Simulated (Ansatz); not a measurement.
A run of Ansatz (development build ahead of 0.2.0) on triplet AlN at this shape:

```xyz
2

Al    0.0000    0.0000    0.0000
N     0.0000    0.0000    1.9646
```

Its results:

- Converged: yes
- Reference energy: -296.15992 hartree
- Correlation energy: -0.13498 hartree
- Total energy: -296.29489 hartree
- Spin squared of the determinant: 2.027
- Stability test: minimum

Messages of the program:
```
mean field -8058.92183978 eV, -296.1599150785 hartree, gradient 4.5e-8 eV, S^2 2.027269; 16 other ends of a descent, 0 dependent functions left out
```

Question: Which input gives this output? Name the method, the orbitals and the basis set, and write the input.

Answer: UHF-MP2 in def2-SVP.

```yaml
crystal:
  periodic: [false, false, false]
  atoms:
    - { symbol: Al, position_ang: [0.0, 0.0, 0.0] }
    - { symbol: "N", position_ang: [0.0, 0.0, 1.9646] }
basis:
  gaussian: { orbitals: def2-SVP }
magnetization:
  spin_polarized: true
  initial_magnetization: 2
hamiltonian:
  xc: hf
correlation:
  method: mp2
  frozen_orbitals: { Al: 5, "N": 1 }
```

Caution: a plain start can end on a higher determinant.
